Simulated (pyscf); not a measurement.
This saddle point was located with ωB97X-D3(BJ)/def2-SVP in PySCF.

```
Al
N 1 1.9349
H 2 1.0185 1 122.01
H 2 1.0185 3 109.30 1 151.74
H 2 1.3398 3 115.98 4 133.34
C 5 1.4259 2 157.77 3 114.96
H 6 1.1021 5 99.80 2 123.95
H 6 1.1021 7 109.06 5 -103.75
H 6 1.1098 7 105.18 8 -112.33
C 1 1.9611 5 117.29 2 94.79
H 10 1.1040 1 112.30 5 -6.53
H 10 1.1040 11 107.03 1 -123.40
H 10 1.1046 11 107.05 12 -114.04
C 1 1.9611 5 117.29 2 -94.71
H 14 1.1040 1 112.31 5 5.48
H 14 1.1040 15 107.04 1 123.44
H 14 1.1046 15 107.05 16 114.04
```

Surface: singlet, charge 0. Lowest wavenumbers (cm⁻¹): 1504i, 88, 107, 110, 143.

Q: What reaction is this the transition state of?

A: trimethylaluminium (H₃C–Al(CH₃)–CH₃) + ammonia (NH₃) <-> methane (CH₄) + H₃C–Al(CH₃)–NH₂, a four-centre exchange read from left to right: Al–C, H–N broken and C–H, Al–N formed. At ωB97M-D3(BJ)/def2-TZVP it lies +19.9 kJ/mol from the left side and +126.0 kJ/mol from the right (each side as separated species at their lowest minima found). On the reactant side the descent ends in an adduct with a Al–N contact (not fully relaxed), 115.7 kJ/mol under the separated species and 130.7 kJ/mol under the saddle at ωB97X-D3(BJ)/def2-TZVP. What is counted as formed (Al–N) is already present as a longer contact in the reactant adduct; forming that adduct is a step of its own. At the saddle there is also a short Al–H contact that neither side keeps. One saddle was located; it need not be the lowest between these sides.
